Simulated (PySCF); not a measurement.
# C4H7N: the cost of one run

The runs use PySCF 2.14.0; levels as typed in each script, gas phase, geometry from GFN2-xTB.

## Step 1: The starting structure

SMILES `C=C/N=C\C`, 12 atoms, charge 0, spin multiplicity 1.

Bond lengths: C1–C2 1.329 Å, C1–H6 1.077 Å, C1–H7 1.075 Å, C2–N3 1.372 Å, C2–H8 1.084 Å, N3–C4 1.256 Å, C4–C5 1.495 Å, C4–H9 1.087 Å, C5–H10 1.089 Å, C5–H11 1.088 Å, C5–H12 1.090 Å. Angles: C2–C1–H6 121.5°, C2–C1–H7 121.4°, H6–C1–H7 117.1°, C1–C2–N3 125.8°, C1–C2–H8 121.1°, N3–C2–H8 112.5°, C2–N3–C4 127.4°, N3–C4–C5 128.1°, N3–C4–H9 116.0°, C5–C4–H9 115.9°, C4–C5–H10 109.8°, C4–C5–H11 110.9°, C4–C5–H12 109.4°, H10–C5–H11 109.8°, H10–C5–H12 107.7°, H11–C5–H12 109.1°.

Geometry (Å):

```mol
C4H7N
  3D, bonds by distance, orders not assigned

 12 11  0  0  0  0  0  0  0  0999 V2000
   -1.7333    0.6984   -0.2363 C   0  0
   -1.1706   -0.3632    0.3327 C   0  0
   -0.0482   -1.0132   -0.1148 N   0  0
    1.1119   -0.5456   -0.2245 C   0  0
    1.6071    0.7999    0.1993 C   0  0
   -1.2742    1.1973   -1.0731 H   0  0
   -2.6929    1.0618    0.0837 H   0  0
   -1.6646   -0.8956    1.1373 H   0  0
    1.8548   -1.2110   -0.6568 H   0  0
    2.4854    0.6864    0.8328 H   0  0
    0.8344    1.3473    0.7341 H   0  0
    1.9039    1.3695   -0.6808 H   0  0
  1  2  8  0
  2  3  8  0
  3  4  8  0
  4  5  8  0
  1  6  8  0
  1  7  8  0
  2  8  8  0
  4  9  8  0
  5 10  8  0
  5 11  8  0
  5 12  8  0
M  END
```

## Step 2: Stretching a bond (def2-svp)

input.py

```python
import numpy as np
from pyscf import gto, scf, mcscf

mol = gto.M(atom='''
C     -1.73332     0.69839    -0.23630
C     -1.17058    -0.36317     0.33267
N     -0.04823    -1.01325    -0.11485
C      1.11190    -0.54561    -0.22450
C      1.60714     0.79988     0.19926
H     -1.27418     1.19728    -1.07308
H     -2.69291     1.06183     0.08369
H     -1.66462    -0.89559     1.13731
H      1.85481    -1.21098    -0.65684
H      2.48538     0.68641     0.83280
H      0.83440     1.34732     0.73406
H      1.90391     1.36954    -0.68079
''', basis='def2-svp', charge=0, spin=0, verbose=4)
# stretch the bond between atoms 1 and 6, from long to short, fragments rigid
a, b, move = 0, 5, [5]
xyz = mol.atom_coords(unit='Angstrom')
u = xyz[b] - xyz[a]
r0 = np.linalg.norm(u)
rows, last, dm_u = [], None, None
for r in [3.0, 2.35, 1.93, 1.66, 1.44, 1.28, 1.18, 1.07, 0.98]:
    new = xyz.copy()
    new[move] += u / r0 * (r - r0)
    m = mol.set_geom_(new, unit='Angstrom', inplace=False)
    rhf = scf.RHF(m).density_fit(auxbasis='def2-universal-jkfit').run()
    uhf = scf.UHF(m).density_fit(auxbasis='def2-universal-jkfit').newton()
    if dm_u is None:
        c = rhf.mo_coeff
        h = m.nelectron // 2 - 1
        ca, cb = c.copy(), c.copy()
        ca[:, h], cb[:, h] = (c[:, h] + c[:, h + 1]) / 2**.5, (c[:, h] - c[:, h + 1]) / 2**.5
        dm_u = np.array([x[:, :h + 1] @ x[:, :h + 1].T for x in (ca, cb)])
    uhf.kernel(dm0=dm_u)
    for _ in range(3):
        c, _, stable, _ = uhf.stability(return_status=True)
        if stable:
            break
        uhf.kernel(c, uhf.mo_occ)
    dm_u = uhf.make_rdm1()
    mc = mcscf.CASSCF(rhf, 2, 2)
    mc.natorb = True
    mc.fix_spin_(ss=0)
    guess = mcscf.addons.make_natural_orbitals(uhf)[1] if last is None else mcscf.project_init_guess(mc, last.mo_coeff, last.mol)
    mc.kernel(guess)
    last = mc
    act = slice(mc.ncore, mc.ncore + mc.ncas)
    print('r %.3f  RHF %.6f  UHF %.6f  <S^2> %.3f  CASSCF %.6f  occupations' % (r, rhf.e_tot, uhf.e_tot, uhf.spin_square()[0], mc.e_tot), mc.mo_occ[act].round(4))
    rows.append((new, rhf.e_tot, uhf.e_tot, uhf.spin_square()[0], mc.e_tot, mc.mo_occ[act], mc.mo_coeff[:, act], dm_u[0] - dm_u[1], rhf.converged and uhf.converged and mc.converged))
    np.savez('result.npz', **{k: [row[i] for row in rows] for i, k in enumerate('xyz rhf uhf s2 cas occ c spin ok'.split())})
```

The run is started by

```console
$ OMP_NUM_THREADS=1 python input.py
```

**Question.** How long does this run take on 1 thread of Arm Neoverse V2, shared host, and how much memory does it need?

About 7.9 min, with a peak of 0.28 GiB.
